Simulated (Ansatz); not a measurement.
**[CH3···H···O], triplet in cc-pVDZ: errors against UCCSDT(Q)**

Geometry: a point of a hydrogen-transfer path between rigid fragments, not a stationary point.

```xyz
6

C    -1.1625    0.0000    0.0000
H    -1.5257    1.0273    0.0000
H    -1.5257   -0.5137    0.8897
H    -1.5257   -0.5137   -0.8897
H    -0.1495    0.0000    0.0000
O     1.1705    0.0000    0.0000
```

Basis cc-pVDZ; Ansatz 0.2.0. Only valence electrons are correlated (noble-gas cores frozen), which leaves 14 electrons in 46 orbitals. Prefix R: restricted or restricted open-shell reference; prefix U: unrestricted. Active spaces: pair = (4e, 4o) about the gap.

Full CI isn't at hand for all of this; UCCSDT(Q) serves as the reference, and is uncertain by about the last step of the cluster series. The frozen core follows each run's orbitals, which can shift R against U totals by a few meV.

For open shells CISD is restricted-active-space CI with the open shells as a complete middle space.

```
UHF ⟨S²⟩                          : 2.012
T1 diagnostic (RCCSD)             : 0.0208
largest doubles amplitude (RCCSD) : 0.032
T1 diagnostic (UCCSD)             : 0.0135
```

```tsv
level	E − E(UCCSDT(Q)) (mEh)	share of correlation (%)	wall time
RHF	328.95	0.00	–
UHF	321.30	2.33	–
RMP2	45.52	86.16	–
UMP2	45.19	86.26	–
CISD	30.63	90.69	5.5 s
RCCSD	6.77	97.94	–
UCCSD	6.62	97.99	–
RCCSD(T)	0.96	99.71	12 s
UCCSD(T)	0.92	99.72	11 s
BCCD(T)	1.01	99.69	3.6 s
RCCSDT	0.36	99.89	–
UCCSDT	0.31	99.91	–
RCCSDT(Q)	0.05	99.98	76 s
```

The correlation energy at UCCSDT(Q), counted from RHF, is -8.951 eV. That run took 62 s on 1 thread of Arm Neoverse V1, shared host.

Run but not shown, since their state or frozen core can't be matched to the reference's or they repeat it: CASSCF (pair space), NEVPT2 (pair space), MRCISD (pair space), MRCISD+Q (pair space).

Times hold each run's SCF and search for its determinant on a shared host, so for small cases they say little of a method's own cost; they ran on 1 thread of Arm Neoverse V1.
